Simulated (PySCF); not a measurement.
Compound: C5H12O.
Numbering: `[CH3:1][C:2]([CH3:3])([CH3:4])[CH2:5][OH:6]` (hydrogens: H7, H8, H9 on C1; H10, H11, H12 on C3; H13, H14, H15 on C4; H16, H17 on C5; H18 on O6)

The geometry is computed with GFN2-xTB (gas phase).

(1) Give the optimised bond lengths and angles.

Results:

(1) 
| bond | length (pm) |
| --- | --- |
| C1–C2, C2–C3, C2–C4 | 153.0 |
| C2–C5 | 154.3 |
| C5–O6 | 140.6 |
| C1–H7 and 8 like bonds | 108.8 |
| C5–H16, C5–H17 | 109.7 |
| O6–H18 | 96.3 |

Bonds in one row agree within 1 pm and their mean is given. A selection of angles:
| angle | degrees |
| --- | --- |
| C2–C1–H7 | 110.0 |
| C2–C1–H8 | 110.7 |
| H7–C1–H8 | 108.2 |
| H8–C1–H9 | 108.9 |
| C1–C2–C3 | 109.8 |
| C1–C2–C5 | 109.9 |
| C2–C5–O6 | 114.2 |
| C2–C5–H16 | 109.6 |
| O6–C5–H16 | 105.3 |
| O6–C5–H17 | 110.3 |
| H16–C5–H17 | 108.2 |
| C5–O6–H18 | 108.3 |

Dihedral angles: C1–C2–C5–O6 61° (synclinal); H18–O6–C5–C2 -61° (synclinal). The mirror-image conformer, all signs reversed, is as good.

O6 (alcohol oxygen) is bent (angle 108.3°). Of the pairs four or more bonds apart, C1···H18 is among the closest relative to their van der Waals radii: 2.62 Å, 90 % of the sum of Bondi's values.

Not checked by GFN2-xTB frequencies. One conformer, not necessarily the lowest (C2–C5–O6–H -61°).
